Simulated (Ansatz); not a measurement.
Results of r²SCAN+rVV10 (Ansatz, a program for electronic structure, plane waves, PAW) for fcc Pb.

Input:

Ansatz 0.2 input:
```yaml
crystal:
  lattice:
    - [0.0, 2.4264944927, 2.4264944927]
    - [2.4264944927, 0.0, 2.4264944927]
    - [2.4264944927, 2.4264944927, 0.0]
  atoms:
    - { symbol: Pb, position: [0.0, 0.0, 0.0] }
basis:
  ecutwfc: 560
  ecutrho_ratio: 4
  xc_grid: 3
kpoints:
  mp_grid: { grid: [20, 20, 20] }
hamiltonian:
  xc: r2scan
  dispersion: rvv10
  pseudopotentials: { kind: paw }
scf:
  occupations: { method: fermi_dirac, width: 0.05 }
  convergence: { dr2_threshold: 0.0000000001 }
output:
  forces: false
  stress: true
  eigenvalues: true
```

From the output:

```
Crystal: 1 atoms, lattice volume = 28.574 Å³
Basis set: ecut = 560 eV, 869 PW (Γ), exchange–correlation on 81×81×81 points (27 copies of the dense FFT grid, shifted against one another)
Bands: 11, of which v1, the nominal top of the filled ones, is band 7 counted from 1 (6 counted from 0)
Symmetry: 48 space group operations
Space group: Fm-3m (ITA 225), of the structure as read, at distance tolerance 3.1e-5 Å
k-points: 256 of 8000
Functional: x = r2scan, c = r2scan + rvv10(b = 11.95, C = 0.0093); τ floored in thin density (d = 2e-4 eV/Å³)
SCF iter   1: F=—  HF=-11917.577305 eV  |F-HF|=—  |Δ(HF+E_count)|=         —  Δρ=6.42e-3  dr2=7.68e-3  dr2_τ=8.84e-4
SCF iter   2: F=—  HF=-11917.580980 eV  |F-HF|=—  |Δ(HF+E_count)|=   3.68e-3  Δρ=2.84e-3  dr2=1.73e-3  dr2_τ=5.52e-5
  ...
SCF iter   6: F=—  HF=-11917.581004 eV  |F-HF|=—  |Δ(HF+E_count)|=   1.66e-7  Δρ=6.09e-6  dr2=9.40e-9  dr2_τ=2.40e-10
SCF iter   7: F=-11917.581004 eV  HF=-11917.581004 eV  |F-HF|=5.46e-11  |Δ(HF+E_count)|=  2.42e-10  Δρ=4.52e-7  dr2=4.02e-11  dr2_τ=6.38e-12
SCF 1 converged in 7 iterations: F = -11917.581004 eV  dr2 = 4.02e-11
SCF converged after 7 iterations
Free energy (F): -11917.581004 eV
Internal energy: -11917.577372 eV  (E = F + TS)
E sigma→0 (E₀):  -11917.579188 eV
Fermi energy:    11.858255 eV
--- Stress (GPa, compression-positive) ---
        3.447657       0.000000      -0.000000
        0.000000       3.447657      -0.000000
       -0.000000       0.000000       3.447657
  P = ⅓ Tr σ = 3.4477 GPa (34.477 kbar)
```

The cell is one volume of an energy–volume scan, off the minimum.

The PAW data were made under PBE.

Cost on a shared machine: around 6 core-seconds (rough).
